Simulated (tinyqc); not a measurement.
Inside a calculation. Method: ROHF in the sto-6g basis, for H2O, spin multiplicity 3. One step of it, computed by the program tinyqc.

Problem. Iteration 7 (converged): orbitals. Diagonalise F' = X^T F X, C = X C', fill 6 alpha and 4 beta electrons from the bottom; D(s) = C_occ C_occ^T. Each column has its largest component positive (the first on a tie).

converged F (hartree), lower triangle:
```
,1O 1s,1O 2s,1O 2px,1O 2py,1O 2pz,2H 1s,3H 1s
1O 1s,-20.665308
1O 2s,-4.991332,-2.382392
1O 2px,0.000000,0.000000,-0.173478
1O 2py,0.000000,0.000000,0.000000,-0.405311
1O 2pz,-0.005535,-0.027729,0.000000,0.000000,-0.471547
2H 1s,-0.901097,-0.833246,0.000000,-0.389589,-0.242025,-0.449223
3H 1s,-0.901097,-0.833246,0.000000,0.389589,-0.242025,-0.281312,-0.449223
```

X, lower triangle:
```
,1O 1s,1O 2s,1O 2px,1O 2py,1O 2pz,2H 1s,3H 1s
1O 1s,1.022423
1O 2s,-0.133484,1.166940
1O 2px,0.000000,0.000000,1.000000
1O 2py,0.000000,0.000000,0.000000,1.087415
1O 2pz,-0.006201,0.065533,0.000000,0.000000,1.029400
2H 1s,0.017936,-0.232804,0.000000,-0.191392,-0.104798,1.134916
3H 1s,0.017936,-0.232804,0.000000,0.191392,-0.104798,-0.051811,1.134916
```

Give: F' = X^T F X; orbital energies; coefficients C; D(alpha) after iteration 7; D(beta) after iteration 7.

Solution.

F' = X^T F X (hartree), lower triangle:
```
,1,2,3,4,5,6,7
1,-20.341
2,-2.501,-1.335
3,0.000,0.000,-0.173
4,0.000,0.000,0.000,-0.167
5,-0.024,0.101,0.000,0.000,-0.401
6,-0.136,-0.406,0.000,-0.409,-0.199,-0.045
7,-0.136,-0.406,0.000,0.409,-0.199,-0.133,-0.045
```

orbital energies (hartree): MO1 -20.668, MO2 -1.281, MO3 -0.632, MO4 -0.540, MO5 -0.173, MO6 0.235, MO7 0.552

coefficients C:
```
,MO1,MO2,MO3,MO4,MO5,MO6,MO7
1O 1s,0.997,-0.230,0.000,0.057,0.000,0.117,0.000
1O 2s,0.014,0.902,0.000,-0.323,0.000,-0.757,0.000
1O 2px,0.000,0.000,0.000,0.000,1.000,0.000,0.000
1O 2py,0.000,0.000,0.678,0.000,0.000,0.000,0.892
1O 2pz,0.001,0.032,0.000,0.862,0.000,-0.584,0.000
2H 1s,-0.002,0.132,0.376,0.236,0.000,0.761,-0.774
3H 1s,-0.002,0.132,-0.376,0.236,0.000,0.761,0.774
```

D(alpha) after iteration 7, lower triangle:
```
,1O 1s,1O 2s,1O 2px,1O 2py,1O 2pz,2H 1s,3H 1s
1O 1s,1.064
1O 2s,-0.301,1.492
1O 2px,0.000,0.000,1.000
1O 2py,0.000,0.000,0.000,0.460
1O 2pz,-0.025,0.194,0.000,0.000,1.086
2H 1s,0.069,-0.533,0.000,0.255,-0.237,0.794
3H 1s,0.069,-0.533,0.000,-0.255,-0.237,0.510,0.794
```

D(beta) after iteration 7, lower triangle:
```
,1O 1s,1O 2s,1O 2px,1O 2py,1O 2pz,2H 1s,3H 1s
1O 1s,1.050
1O 2s,-0.213,0.919
1O 2px,0.000,0.000,0.000
1O 2py,0.000,0.000,0.000,0.460
1O 2pz,0.043,-0.249,0.000,0.000,0.744
2H 1s,-0.019,0.043,0.000,0.255,0.208,0.215
3H 1s,-0.019,0.043,0.000,-0.255,0.208,-0.068,0.215
```
